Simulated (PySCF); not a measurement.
These 2 structures share the formula C3H7ClO. Method: PBE0-D3(BJ)/def2-SVP geometry optimisation, gas phase (PySCF). Energies are electronic, without zero-point or thermal terms, for one conformer each. No frequencies were run at this level. Point groups hold within 0.08 Å.

Question: Order them by energy at this level, lowest first, and give relative energies in kJ/mol.
A. `[CH3:1][O:2][CH2:3][CH2:4][Cl:5]` with C1–O2–C3–C4 180°, O2–C3–C4–Cl5 -179°
B. `[CH3:1][C@H:2]([Cl:3])[CH2:4][OH:5]` with C1–C2–C4–O5 59°, C2–C4–O5–H 56°

Answer: B (0.0), A (58.5).

As drawn, the lower has an O–H bond, which the higher lacks.

| SMILES | E (Eh) | E rel (kJ/mol) | dipole (D) | point group | A, B, C (MHz) |
| --- | --- | --- | --- | --- | --- |
| C[C@H](Cl)CO | -653.30251 | 0.0 | 1.53 | C1 | 4940, 3193, 2385 |
| COCCCl | -653.28024 | 58.5 | 1.81 | Cs | 20429, 1423, 1365 |

How do the relative energies change in single points at PBE0/pcSseg-1 (no added dispersion term) on the same geometries?

| SMILES | PBE0-D3(BJ)/def2-SVP (kJ/mol) | PBE0/pcSseg-1 (kJ/mol) | shift |
| --- | --- | --- | --- |
| C[C@H](Cl)CO | 0.0 | 0.0 | 0.0 |
| COCCCl | 58.5 | 53.8 | -4.7 |

Each column counts from its own lowest isomer. The order is unchanged; the largest shift is 4.7 kJ/mol.
